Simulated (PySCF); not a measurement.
**Electric properties by functional and basis**

C5H5Cl.
Z-matrix (Å and degrees, PBE0-D3(BJ)/def2-SVP geometry), rows numbered from 1:
```
C 
C   1  1.4676
C   2  1.3237  1  151.63
C   3  1.4359  2   62.61  1   179.81
C   4  1.3288  2  151.32  3   179.87
Cl  5  1.7457  4  120.98  2     0.16
H   1  1.1012  2  109.62  3   122.27
H   1  1.1013  2  109.57  3  -121.24
H   1  1.0981  2  112.12  3     0.48
H   3  1.0878  2  149.15  4   179.90
H   5  1.0892  4  124.23  2  -179.90
```

PySCF, dipoles from the SCF density, polarisabilities from static response with core orbitals frozen. Isolated species at its PBE0-D3(BJ)/def2-SVP geometry, gas phase.

Compare the levels for these properties.

```csv
level,μ (D),α (au),anisotropy (au)
LDA/def2-SVPD,3.777,76.61,44.21
PBE/def2-SVPD,3.787,76.05,44.34
B3LYP/def2-SVPD,3.887,74.65,43.27
PBE0/def2-SVPD,3.926,73.69,42.63
BHandHLYP/def2-SVPD,4.054,72.61,42.00
CAM-B3LYP/def2-SVPD,3.947,73.49,42.17
wB97X-D/def2-SVPD,3.980,73.37,41.68
LC-wPBE/def2-SVPD,3.984,71.43,40.69
HF/def2-SVPD,4.340,71.12,40.93
PBE0/6-31G*,3.899,58.89,47.33
PBE0/def2-SVP,3.643,60.67,43.35
PBE0/6-31+G*,3.916,68.33,43.62
PBE0/aug-cc-pVDZ,3.910,74.91,43.29
PBE0/def2-TZVP,3.839,69.96,43.96
PBE0/def2-TZVPD,3.898,75.59,43.58
```

The anisotropy is √(½[(α1 − α2)² + (α2 − α3)² + (α3 − α1)²]). The dipole runs from 3.64 D (PBE0/def2-SVP) to 4.34 D (HF/def2-SVPD). No reference polarisability is at hand; against PBE0 in the largest diffuse basis at hand (def2-TZVPD) the other PBE0 rows deviate by 6-31G* -22%, def2-SVP -20%, 6-31+G* -10%, def2-SVPD -3%, aug-cc-pVDZ -1%, def2-TZVP -7%. In one basis (def2-SVPD) the functionals order the polarisability from HF (lowest) to LDA (highest), a spread of 8%. With PBE0 the polarisability is 63.17 au without diffuse functions (mean of 6-31G*, def2-SVP and def2-TZVP) and 73.13 au with them (mean of 6-31+G*, def2-SVPD, aug-cc-pVDZ and def2-TZVPD).
